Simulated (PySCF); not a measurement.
# BH4O− (SMILES [BH3-]O): CCSD(T)/STO-6G

Aim: the vertical ionisation energy of BH4O− at CCSD(T)/STO-6G, from 2 runs. 

The calculation is run with PySCF 2.14.0.

6 further runs of the same task are left out: 6 set aside as unsound or not needed.

### Step 1. The system as given

BH4O−: 6 atoms, total charge -1, spin state singlet. As SMILES, `[BH3-]O`. The shape is that of a GFN2-xTB optimisation.

Bond lengths: B1–O2 1.506 Å, B1–H3 1.247 Å, B1–H4 1.218 Å, B1–H5 1.247 Å, O2–H6 0.957 Å. Angles: B1–O2–H6 105.4°, O2–B1–H3 110.8°, O2–B1–H4 108.0°, O2–B1–H5 110.8°, H3–B1–H4 109.7°, H3–B1–H5 107.7°, H4–B1–H5 109.8°.

### Step 2. A single-point energy at CCSD(T)/STO-6G

input.py

```python
from pyscf import gto, cc

mol = gto.M(
    atom='''
B     -0.074670    -0.173680    -0.316420
O     -0.013550     1.016190     0.603980
H      1.062740    -0.650510    -0.499740
H     -0.542300     0.195170    -1.379270
H     -0.789000    -1.072510     0.169030
H      0.356770     0.685330     1.422430
''',
    charge=-1,
    verbose=3,
    max_memory=1860,
    basis='sto-6g',
)

calc0 = mol.RHF()
calc0.conv_tol = 1e-10
calc0.kernel()
if not calc0.converged:
    calc0 = calc0.newton().run(calc0.mo_coeff, calc0.mo_occ)

mycc = cc.CCSD(calc0, frozen=2)
mycc.kernel()
e_t = mycc.ccsd_t()
energy = mycc.e_tot + e_t
print('Final energy', energy)
```

On the command line:

```console
$ OMP_NUM_THREADS=1 python input.py
```

Output:

```text
converged SCF energy = -101.390066211639
E(CCSD) = -101.4935919575093  E_corr = -0.1035257458703988
CCSD(T) correction = -0.000854166022151479
Final energy -101.49444612353146
```

Run time: 0.73 s. Hardware: 1 thread of Arm Neoverse V2, shared host; peak memory 0.12 GiB.

### Step 3. Doublet neutral BH4O

job.py

```python
from pyscf import gto, scf, cc

mol = gto.M(
    atom=[
    ('B', (-0.074670, -0.173680, -0.316420)),
    ('O', (-0.013550, 1.016190, 0.603980)),
    ('H', (1.062740, -0.650510, -0.499740)),
    ('H', (-0.542300, 0.195170, -1.379270)),
    ('H', (-0.789000, -1.072510, 0.169030)),
    ('H', (0.356770, 0.685330, 1.422430)),
],
    verbose=4,
    spin=1,
    max_memory=1860,
    basis='sto-6g',
    charge=0,
)

mf = scf.UHF(mol)
mf.conv_tol = 1e-10
mf.kernel()
if not mf.converged:
    mf = mf.newton().run(mf.mo_coeff, mf.mo_occ)

mycc = cc.CCSD(mf, frozen=2)
mycc.kernel()
e_t = mycc.ccsd_t()
energy = mycc.e_tot + e_t
print('Final energy', energy)
```

On the command line:

```console
$ OMP_NUM_THREADS=1 python job.py
```

Output:

```text
PySCF version 2.14.0

[... 106 lines left out ...]
converged SCF energy = -101.438829773951  <S^2> = 0.75856923  2S+1 = 2.008551
[... 12 lines left out ...]
Init t2, MP2 energy = -0.0720642549551898
[... 15 lines left out ...]
UCCSD converged
[... 2 lines left out ...]
Final energy -101.54603569513338
```

It took 0.73 s on 1 thread of Arm Neoverse V2, shared host; peak memory 0.1 GiB.

### Step 4. Results

At CCSD(T)/STO-6G, 2 core orbitals frozen:

| quantity | value |
| --- | --- |
| singlet BH4O−: total energy | -101.49445 Eh |
| singlet BH4O−: HOMO energy (Hartree–Fock orbitals) | -0.55 eV |
| singlet BH4O−: LUMO energy (Hartree–Fock orbitals) | 24.64 eV |
| singlet BH4O−: HOMO–LUMO gap (to an unbound level, set by the basis) | 25.19 eV |
| singlet BH4O−: correlation energy (2 core orbitals frozen) | -104.4 mEh |
| singlet BH4O−: (T) correction | -0.85 mEh |
| singlet BH4O−: T1 diagnostic | 0.007 |
| doublet neutral BH4O: total energy | -101.54604 Eh |
| doublet neutral BH4O: dipole moment (Hartree–Fock density) | 4.25 D |
| doublet neutral BH4O: HOMO energy (Hartree–Fock orbitals) (highest over α and β) | -9.92 eV |
| doublet neutral BH4O: LUMO energy (Hartree–Fock orbitals) (lowest over α and β) | 3.64 eV |
| doublet neutral BH4O: correlation energy (2 core orbitals frozen) | -107.2 mEh |
| doublet neutral BH4O: (T) correction | -1.18 mEh |
| doublet neutral BH4O: ⟨S²⟩ of the reference determinant | 0.759 |
| doublet neutral BH4O: T1 diagnostic | 0.032 |
| vertical detachment energy (to the doublet neutral) | -1.404 eV |

**Reading.** The species is unbound against losing an electron at this level, by 1.40 eV (−135 kJ/mol); missing correlation or diffuse functions can give that sign where the real anion is bound. In a minimal basis such a difference can be off by several eV, whatever the method. Mulliken charges (singlet BH4O−) of the mean-field density run from -0.46 on O2 to +0.08 on H6. The triples (singlet BH4O−) make up 0.8 % of the correlation energy. The triples (doublet neutral BH4O) make up 1.1 % of the correlation energy.
